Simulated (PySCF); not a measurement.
Cartesian coordinates (Å):
```xyz
3

C      1.1574    -0.0181     0.0000
C     -0.0460     0.0048     0.0000
H     -1.1116     0.0133     0.0000
```
Charge 0, spin multiplicity 2.

Task: Predict the dipole moment, highest occupied spin orbital and total energy from PySCF with TPSSh-D3(BJ)/def2-TZVP.

Result: 
```json
{
 "dipole_moment": "0.80 D",
 "highest_occupied_spin_orbital": "-7.85 eV",
 "total_energy": "-76.6431 Ha"
}
```
